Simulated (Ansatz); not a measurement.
Run this with Ansatz 0.2.0, Python API and show what comes out.

Script `np_run.py`:
```python
# -*- coding: utf-8 -*-
import warnings

import ansatz
import numpy as np


def main():
    warnings.simplefilter("ignore", ansatz.DeckWarning)

    system = (
        ansatz.Crystal.molecule()
        .atom("P", (0.0, 0.0, 0.0))
        .atom("N", (0.0, 0.0, 1.82))
    )
    symbols = [site.symbol for site in system.cartesian_sites]

    start = np.array([site.position_ang for site in system.cartesian_sites])
    for factor in [1.0, 1.25, 1.6]:
        xyz = (start - start.mean(axis=0)) * factor
        scaled = ansatz.Crystal.molecule()
        for symbol, place in zip(symbols, xyz):
            scaled = scaled.atom(symbol, place.tolist())
        calculation = (
            scaled.calculation()
            .basis(gaussian="def2-SVP")
            .functional("b3lyp", dispersion="d3bj")
            .charge(-1)
            .spin("collinear", total=1)
        )
        for search in ("off", "standard"):
            try:
                report = calculation.scf(lower_state_search=search).run(threads=1, backend="cpu").report
            except ansatz.AnsatzError as error:
                print(f"x{factor} search {search}: {type(error).__name__}")
                continue
            state = report["mean_field"]["state"]
            print(f"all distances x{factor}, search {search:8s} E = {report['free_energy_ev']:.5f} eV  <S^2> = {abs(state['spin_squared']):.3f}  other states met: {len(report['mean_field']['others'])}")


if __name__ == "__main__":
    main()
```

```console
$ python np_run.py
all distances x1.0, search off      E = -10772.23997 eV  <S^2> = 0.900  other states met: 0
all distances x1.0, search standard E = -10772.23997 eV  <S^2> = 0.900  other states met: 4
all distances x1.25, search off      E = -10769.95516 eV  <S^2> = 1.623  other states met: 0
all distances x1.25, search standard E = -10769.95516 eV  <S^2> = 1.623  other states met: 9
all distances x1.6, search off      E = -10768.49781 eV  <S^2> = 2.257  other states met: 0
all distances x1.6, search standard E = -10768.49958 eV  <S^2> = 2.299  other states met: 14
```

Caveats:
- Total energies depend on the basis set; only differences at equal settings carry meaning.
- The count of other states can hold repeated and symmetry-equivalent ends of the search; scaling all distances is a test, and for more than two atoms no physical path.
- The run takes the species as open-shell (spin multiplicity 2), which needn't be its ground state.
- The expectation value of S² is noticeably off S(S+1) in at least one run, so that state is spin-contaminated.
- b3lyp holds the VWN-RPA fit, as in Gaussian; the form of ORCA and Turbomole is b3lyp5.
- The spin state was assumed, and another may lie lower.
- Anions want diffuse functions, which this basis lacks.
- Finished in 9.7 s on 1 thread of Arm Neoverse V2, with other jobs on the host, peak memory 0.16 GiB.
